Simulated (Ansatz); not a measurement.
**Setting up singlet [CClF2]+ in Ansatz**

[CClF2]+ has 4 atoms, charge +1, and is taken as a singlet. SMILES of the parent species: `F[C](F)Cl`. The coordinates come from a PBE0-D4/def2-TZVP relaxation. That shape belongs to the parent species and isn't relaxed for this state.

```xyz
4

F     0.0262    0.1693    1.2946
C    -0.2306   -0.1902    0.0564
F     0.5730   -1.1607   -0.3186
Cl   -0.3130    1.1212   -1.0527
```

Settings wanted:

```yaml
basis_set: STO-3G
task: energy
method: DFT
functional: BHLYP
dispersion: none
reference: RKS
accuracy: high
```

**Question.** Give an Ansatz 0.2.0 job that does this.

**Answer.** One that was run (others would do as well):

input.yaml:
```yaml
crystal:
  periodic: [false, false, false]
  atoms:
    - {symbol: F, position_ang: [0.026200, 0.169300, 1.294600]}
    - {symbol: C, position_ang: [-0.230600, -0.190200, 0.056400]}
    - {symbol: F, position_ang: [0.573000, -1.160700, -0.318600]}
    - {symbol: Cl, position_ang: [-0.313000, 1.121200, -1.052700]}
basis:
  gaussian: {orbitals: STO-3G}
hamiltonian: {xc: {name: BHLYP}}
total_charge: 1
accuracy: high
```

```bash
$ ansatz run input.yaml --threads 1 --pin off --max-ram 2610MiB --events-out events.jsonl --progress --plain --runs-dir runs
```

Calculated total energy: -689.19927 Eh.
